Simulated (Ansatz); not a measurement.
**P: from a trial structure to a relaxed crystal**

Theory: DFT r2SCAN, scalar-relativistic, plane waves, PAW in Ansatz. Cutoff 500 eV, Γ-centred k mesh, Gaussian smearing, no spin polarisation in the final step.

P was placed on the lonsdaleite structure type (P6_3/mmc, No. 194), at a guessed volume.

```
P
1.0
     4.27917    0.00000    0.00000
    -2.13958    3.70587    0.00000
     0.00000    0.00000    7.06062
P
4
Direct
  0.33333 0.66667 0.43750
  0.66667 0.33333 0.93750
  0.66667 0.33333 0.56250
  0.33333 0.66667 0.06250
```

Cell and atoms relax at zero pressure; the relaxation can't lower the symmetry of the start. After a coarse first stage the cell is made exact in the group found at 0.06 Å.

Energies count from the standard state of P at the same level.

Task: Which crystal results?

Result: It ends in P6/mmm (No. 191). Conventional cell: a = 4.061 Å, c = 2.327 Å. P is coordinated by 5 P at 2.33–2.34 Å.

```cif
data_structure
_symmetry_space_group_name_H-M 'P6/mmm'
_symmetry_Int_Tables_number 191
_cell_length_a 4.0610
_cell_length_b 4.0610
_cell_length_c 2.3267
_cell_angle_alpha 90.000
_cell_angle_beta 90.000
_cell_angle_gamma 120.000
_cell_volume 33.23
loop_
_atom_site_label
_atom_site_type_symbol
_atom_site_symmetry_multiplicity
_atom_site_Wyckoff_symbol
_atom_site_fract_x
_atom_site_fract_y
_atom_site_fract_z
_atom_site_occupancy
P1 P 2 c 0.33333 0.66667 0.00000 1
```

Task: What are its volume, energy, density and gap?

Result: The volume per atom is 16.62 Å³, the density is 3.10 g/cm³ and the energy over the standard structure is 0.33 eV/atom. The gap on the 15×15×24 mesh is 0 eV (a metal).

The final run used a 15×15×24 mesh on its 2-atom cell and 0.10 eV smearing. For metals, differences of a few meV/atom aren't resolved. Symmetry constrained the relaxation, so the result can be a saddle point.